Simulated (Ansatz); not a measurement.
**C2H4 (singlet): the correlation ladder, cc-pVDZ**

An exercise on one series of results from a longer session: the logs are not shown, and one member is left open.

Method: cc-pVDZ, core rule «outside noble gas», up to 2 orbitals frozen; program: Ansatz 0.2.0, Gaussian basis.

The runs, in order: UHF; CCSD(T) on RHF; BCCD(T) on RHF; CISD; CCSDT(Q) on RHF; CASSCF and MRCISD+Q, 8 electrons in 8 orbitals; CASSCF and NEVPT2, 8 electrons in 8 orbitals.

9 further runs of the same task are left out: 1 for a mislabelled method, 4 that didn't finish, 4 set aside as unsound or not needed.

## The geometry

The geometry is a PBE0/def2-TZVP stationary point (not a proven minimum).

6 atoms, charge 0, spin multiplicity 1.

Atoms are counted from 1 here; the program's logs count them from 0.

Bond lengths: C1–C2 1.323 Å, C1–H3 1.085 Å, C1–H4 1.085 Å, C2–H5 1.085 Å, C2–H6 1.085 Å. Angles: C2–C1–H3 121.7°, C2–C1–H4 121.7°, H3–C1–H4 116.7°, C1–C2–H5 121.7°, C1–C2–H6 121.7°, H5–C2–H6 116.7°.

Set-up of the first run:

The input, in.yaml:

```yaml
crystal:
  periodic: [false, false, false]
  atoms:
    - {symbol: C, position_ang: [0.000000, 0.000000, 0.661488]}
    - {symbol: C, position_ang: [0.000000, 0.000000, -0.661488]}
    - {symbol: H, position_ang: [0.000000, 0.923180, 1.230974]}
    - {symbol: H, position_ang: [0.000000, -0.923180, 1.230974]}
    - {symbol: H, position_ang: [0.000000, 0.923180, -1.230974]}
    - {symbol: H, position_ang: [0.000000, -0.923180, -1.230974]}
basis:
  gaussian: {orbitals: cc-pVDZ}
magnetization: {spin_polarized: true, initial_magnetization: 0}
hamiltonian: {xc: hf}
output: {orbitals: {seedname: orbitals}}
```

Launch:

```sh
> ansatz run in.yaml --threads 1 --pin off --events-out ev --progress --plain --max-ram 2176MiB
```

Among the steps run: UHF; CCSD(T) on RHF; BCCD(T) on RHF; CISD; CCSDT(Q) on RHF; CASSCF and MRCISD+Q, 8 electrons in 8 orbitals; CASSCF and NEVPT2, 8 electrons in 8 orbitals.

One of the session's tables, all rows but one given; the rest of the session is left out.

It belongs to the step «Misses and costs». 

| method | from RCCSDT(Q) (kcal/mol) |
| --- | --- |
| RHF | +197.88 |
| RMP2 | +25.78 |
| CISD | +22.29 |
| RCCSD | +6.85 |
| RCCSD(T) | +0.78 |
| BCCD(T) | +0.78 |
| RCCSDT | +0.38 |
| RCCSDT(Q) | 0 |
| CASSCF frontier | +137.30 |
| NEVPT2 frontier | ? |

Q: Estimate the row for NEVPT2 frontier from the others.

The run gave: from RCCSDT(Q) (kcal/mol): +26.35. In the column «from RCCSDT(Q) (kcal/mol)» it lies between RMP2 (+25.78) and CASSCF frontier (+137.30).

Not comparable, so not listed: CASSCF and MRCISD+Q, 8 electrons in 8 orbitals (they don't share determinant, frozen orbitals or solution with the rows shown, or repeat one).

Caveats from the session: Warnings in the runs' records: passed over end.
